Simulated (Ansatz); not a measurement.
Rock-salt NbC, treated with PBE-D3(BJ) (plane waves, PAW; Ansatz, a quantum-chemistry and plane-wave program).

Total energies, extrapolated to zero smearing (they compare only within this program, potentials and cutoff):

```tsv
system	energy (eV/atom)
rock-salt NbC, relaxed	-2402.6494
bcc Nb	-4553.0310
graphite	-251.0878
```

**Question.** Work out the enthalpy of formation per atom.

**Answer.** ΔH_f ≈ ΔE = -2402.6494 − [1 × (-4553.0310) + 1 × (-251.0878)]/2 = -0.590 eV/atom (0 K, no vibrations). The reference value is -0.733 ± 0.01 eV/atom (measured, 298 K, copied from a table, unchecked, not corrected to a static lattice; as tabulated in Wang et al. (2021), doi:10.1038/s41598-021-94550-5), a difference of +0.143 eV/atom.

The PAW data were made under PBE.
